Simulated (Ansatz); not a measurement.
A run of Ansatz (development build ahead of 0.2.0) on doublet CH at this shape:

```xyz
2

C     0.0000    0.0000    0.5600
H     0.0000    0.0000   -0.5600
```

Its results:

```yaml
Converged: yes
Reference_energy: -38.25016 hartree
CCSD_correlation_energy: -0.06534 hartree
Triples_correction: -0.00074 hartree
Total_energy: -38.31624 hartree
Spin_squared_of_the_determinant: 0.750
```

**Question.** Which input gives this output? Name the method, the orbitals and the basis set, and write the input.

**Answer.** ROHF-CCSD(T) in 6-31G.

```yaml
crystal:
  periodic: [false, false, false]
  atoms:
    - { symbol: C, position_ang: [0.0, 0.0, 0.56] }
    - { symbol: H, position_ang: [0.0, 0.0, -0.56] }
basis:
  gaussian: { orbitals: "6-31G" }
magnetization:
  initial_magnetization: 1
hamiltonian:
  xc: hf
correlation:
  method: ccsd_t
  frozen_orbitals: { C: 1, H: 0 }
```
